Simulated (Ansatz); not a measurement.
Process, species as SMILES: C=O (CH2-O) → [CH]=O (CH-O) + H atom
B3LYP-D3(BJ)/def2-TZVP geometries, fixed; electronic energies without zero-point terms.
Largest species:
```
C
O 1 1.1989
H 1 1.1075 2 122.05
H 1 1.1075 3 115.91 2 180.00
```
Charge 0, spin multiplicity 1.

Core correlation in the bond dissociation energy at MP2 with Ansatz (a quantum-chemistry and plane-wave program), in kcal/mol: frozen core against all electrons. Core-valence sets carry the plain set on hydrogen. Open shells are unrestricted.

| basis | functions, most | frozen core | all electrons | core term (second minus first) |
|---|---|---|---|---|
| cc-pVDZ | 38 | 87.59 | 87.81 | 0.22 |
| cc-pCVDZ | 46 | 87.57 | 87.74 | 0.17 |
| cc-pVTZ | 88 | 92.31 | 93.38 | 1.07 |
| cc-pCVTZ | 114 | 92.16 | 92.30 | 0.14 |
| cc-pwCVTZ | 114 | 92.17 | 92.30 | 0.13 |
| cc-pVQZ | 170 | 93.35 | 93.86 | 0.50 |
| cc-pwCVQZ | 228 | 93.34 | 93.47 | 0.13 |
| cc-pCVQZ | 228 | 93.34 | 93.46 | 0.13 |

The largest core-valence set, cc-pCVQZ, gives a core term of 0.13 kcal/mol; the valence set cc-pVQZ, which lacks functions for the core, gives 0.50.
